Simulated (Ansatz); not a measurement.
# CHF₂N: one species, many methods

The task here is to estimate one member of a computed series from the others.

Method: functionals in def2-TZVPP, the program's frozen cores in correlated methods; program: Ansatz 0.2.0, Gaussian basis.

Levels to be run: LDA (SPW92), PBE-D4, revPBE-D4, BLYP-D4, r2SCAN-D4, B97M-V, PBE0-D4, B3LYP-D4, r2SCANh-D4, r2SCAN0-D4, HSE06-D4, BHLYP-D4, CAM-B3LYP-D4, LC-ωPBE, ωB97X-V, ωB97M-V, B2PLYP, PBE-QIDH; CCSD(T)/def2-SVP; CCSD(T)/def2-TZVPP; MP2/def2-QZVPP; extrapolation to the limit; RPA on PBE.

### The relaxed structure

All runs share one geometry, relaxed beforehand with PBE0-D4 in a triple-zeta def2 set.

SMILES `N=C(F)F`, 5 atoms, charge 0, spin multiplicity 1.

Atoms are counted from 1 here; the program's logs count them from 0.

Bond lengths: N1–C2 1.236 Å, N1–H5 1.014 Å, C2–F3 1.304 Å, C2–F4 1.320 Å. Angles: C2–N1–H5 111.7°, N1–C2–F3 123.4°, N1–C2–F4 128.2°, F3–C2–F4 108.4°.

The first run:

in.yaml

```yaml
crystal:
  periodic: [false, false, false]
  atoms:
    - {symbol: N, position_ang: [0.122851, 0.962903, 0.094492]}
    - {symbol: C, position_ang: [0.107069, -0.271631, 0.150555]}
    - {symbol: F, position_ang: [0.712126, -0.955930, 1.081528]}
    - {symbol: F, position_ang: [-0.488312, -1.118499, -0.668029]}
    - {symbol: H, position_ang: [-0.403834, 1.309557, -0.699946]}
basis:
  gaussian: {orbitals: def2-TZVPP}
hamiltonian: {xc: lda}
output: {orbitals: {seedname: orbitals}}
```

Command:

```sh
ansatz run in.yaml --threads 2 --pin off --events-out ev --progress --plain --max-ram 4352MiB
```

Steps of the session up to this table: LDA; PBE-D4 (GGA); revPBE-D4 (GGA); BLYP-D4 (GGA); r2SCAN-D4 (meta-GGA); B97M-V (meta-GGA); B3LYP-D4 (hybrid); r2SCANh-D4 (hybrid); r2SCAN0-D4 (hybrid); HSE06-D4 (hybrid); BHLYP-D4 (hybrid); CAM-B3LYP-D4 (range-separated); LC-ωPBE (range-separated); ωB97X-V (range-separated); ωB97M-V (range-separated); B2PLYP (double hybrid); PBE-QIDH (double hybrid).

One of the session's tables, all rows but one given; the rest of the session is left out.

It belongs to the step «Orbital energies across the functionals». 

```
  functional  HOMO (eV)  gap (eV)
 LDA (SPW92)      -7.85      6.62
      PBE-D4      -7.69      6.77
   revPBE-D4      -7.62      6.83
     BLYP-D4      -7.60      6.75
   r2SCAN-D4      -8.10      7.47
      B97M-V      -8.27      7.84
     PBE0-D4          ?         ?
    B3LYP-D4      -9.16      9.08
  r2SCANh-D4      -8.75      8.54
  r2SCAN0-D4      -9.72     10.15
    HSE06-D4      -9.02      8.89
    BHLYP-D4     -10.96     12.47
CAM-B3LYP-D4     -10.96     12.41
     LC-ωPBE     -12.35     15.14
     ωB97X-V     -11.98     14.73
     ωB97M-V     -11.89     14.53
```

Q: Estimate the row for PBE0-D4 from the others.

As computed: HOMO (eV): -9.43; gap (eV): 9.69. In the column «HOMO (eV)» it lies between r2SCAN0-D4 (-9.72) and B3LYP-D4 (-9.16).
